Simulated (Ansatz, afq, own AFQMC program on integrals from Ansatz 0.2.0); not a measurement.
# Where AFQMC and coupled cluster stand for Sn, triplet

A free Sn atom.

Basis def2-SVP with its core potentials. Only valence electrons are correlated. Ansatz 0.2.0 and our own AFQMC program on the same integrals; the CISD trial comes from CCSD amplitudes, and released means the phaseless constraint is let go. Free AFQMC starts from the CCSD state and is never constrained. Its projection time is finite, and what remains of the start isn't in its error. Uncertainties: one standard error, sampling alone. No spin–orbit coupling.

Determinant: UHF, the one that the program's search chose, which needn't be the lowest solution.

Full CI on the same integrals is exact in this basis and with this determinant's frozen core.

Cautions: no spin-orbit coupling; inner d shell frozen.

```
T1 diagnostic                               : 0.0078
weight of the determinant in the CISD state : 0.950
⟨S²⟩ of the determinant                     : 2.010
size of the correlated space                : 4 electrons in 17 orbitals
```

Reference: full CI, correlation energy -1.333 eV. The released energy is read at 1.50 1/Eh (meV from the phaseless value at times in 1/Eh: -0.1 ± 0.5 at 0.24, -1.0 ± 0.7 at 0.50, -0.31 ± 0.24 at 1.00, -1.5 ± 0.4 at 1.50).

| level | E − E(reference) (kcal/mol) | share of correlation (%) |
| --- | --- | --- |
| HF | 30.73 | 0.00 |
| MP2 | 9.23 | 69.96 |
| CCSD | 0.53 | 98.28 |
| CCSD(T) | 0.16 | 99.48 |
| CCSDT | 0.02 | 99.94 |
| CCSDT(Q) | 0.01 | 99.98 |
| ph-AFQMC/HF | 0.43 ± 0.21 | 98.61 |
| ph-AFQMC/CISD | 0.03 ± 0.01 | 99.91 |
| released AFQMC | -0.01 ± 0.008 | 100.02 |
| free AFQMC | 0.00 ± 0.004 | 99.99 |

CCSDT and higher add their correlation energy to the determinant of the CCSD(T) run, since their own runs factorise the integrals more tightly (a shift of under 2 meV). Free projections are given only where their last times agree within the noise and don't stop above the reference; a slow remainder of the start can still hide under it. A walk keeps the symmetry of its determinant, which the program's search chose and which needn't be the lowest solution, so a lower state of the same spin and another symmetry isn't excluded. Released energies are given only where the last usable release times agree within the noise; a slower fall can still hide under it.
